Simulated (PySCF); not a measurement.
**Energy of O (oxygen, neutral) between two integer charges**

The 2p beta orbital of [He] 2s2 2p4 is emptied in steps (occupation f), with all orbitals relaxed, ending at [He] 2s2 2p3. All numbers are calculated (PySCF 2.14, the non-relativistic Hamiltonian (point nucleus), in def2-TZVPPD (6s4p3d1f, 40 functions)). The exact energy is a straight line in f; departures are measured from the line between the end points of the same method.

```csv
f,LDA (eV),PBE (eV),PBE0 (eV),r2SCAN (eV),LC-wPBE (eV),BHandHLYP (eV),wB97X (eV),BLYP (eV),B3LYP (eV)
1,0.000,0.000,0.000,0.000,0.000,0.000,0.000,0.000,0.000
0.9,-0.593,-0.585,-0.395,-0.522,-0.138,-0.214,-0.157,-0.591,-0.442
0.7,-1.399,-1.376,-0.928,-1.217,-0.325,-0.511,-0.371,-1.394,-1.040
0.5,-1.681,-1.647,-1.108,-1.446,-0.388,-0.620,-0.443,-1.674,-1.248
0.3,-1.421,-1.386,-0.931,-1.210,-0.324,-0.531,-0.370,-1.415,-1.055
0.1,-0.612,-0.592,-0.397,-0.516,-0.136,-0.232,-0.155,-0.608,-0.454
0,0.000,0.000,0.000,0.000,0.000,0.000,0.000,0.000,0.000
```

```json
{"method": "LDA", "E(f=0) − E(f=1) (eV)": "13.983", "−ε at f=1 (eV)": "7.432", "−ε at f=0.5 (eV)": "13.917"}
{"method": "PBE", "E(f=0) − E(f=1) (eV)": "14.049", "−ε at f=1 (eV)": "7.580", "−ε at f=0.5 (eV)": "14.019"}
{"method": "PBE0", "E(f=0) − E(f=1) (eV)": "13.839", "−ε at f=1 (eV)": "9.466", "−ε at f=0.5 (eV)": "13.829"}
{"method": "r2SCAN", "E(f=0) − E(f=1) (eV)": "13.699", "−ε at f=1 (eV)": "7.898", "−ε at f=0.5 (eV)": "13.720"}
{"method": "LC-wPBE", "E(f=0) − E(f=1) (eV)": "14.113", "−ε at f=1 (eV)": "12.593", "−ε at f=0.5 (eV)": "14.119"}
{"method": "BHandHLYP", "E(f=0) − E(f=1) (eV)": "13.737", "−ε at f=1 (eV)": "11.389", "−ε at f=0.5 (eV)": "13.677"}
{"method": "wB97X", "E(f=0) − E(f=1) (eV)": "13.794", "−ε at f=1 (eV)": "12.063", "−ε at f=0.5 (eV)": "13.795"}
{"method": "BLYP", "E(f=0) − E(f=1) (eV)": "14.136", "−ε at f=1 (eV)": "7.606", "−ε at f=0.5 (eV)": "14.073"}
{"method": "B3LYP", "E(f=0) − E(f=1) (eV)": "14.128", "−ε at f=1 (eV)": "9.249", "−ε at f=0.5 (eV)": "14.083"}
```

Orbital energy along the path (eV):

```
  f      LDA      PBE     PBE0   r2SCAN  LC-wPBE  BHandHLYP    wB97X     BLYP    B3LYP
  1   -7.432   -7.580   -9.466   -7.898  -12.593    -11.389  -12.063   -7.606   -9.249
0.9   -8.674   -8.820  -10.311   -9.056  -12.877    -11.809  -12.386   -8.846  -10.180
0.7  -11.248  -11.381  -12.049  -11.391  -13.484    -12.710  -13.073  -11.413  -12.100
0.5  -13.917  -14.019  -13.829  -13.720  -14.119    -13.677  -13.795  -14.073  -14.083
0.3  -16.651  -16.691  -15.622  -16.033  -14.751    -14.699  -14.521  -16.797  -16.111
0.1  -19.412  -19.330  -17.383  -18.299  -15.340    -15.774  -15.200  -19.542  -18.158
  0  -20.785  -20.599  -18.228  -19.421  -15.599    -16.336  -15.482  -20.895  -19.173
```

Reference removal energy between the ground levels: 13.618 eV (measured; NIST Atomic Spectra Database, ionization energies). The calculation has no spin-orbit coupling.
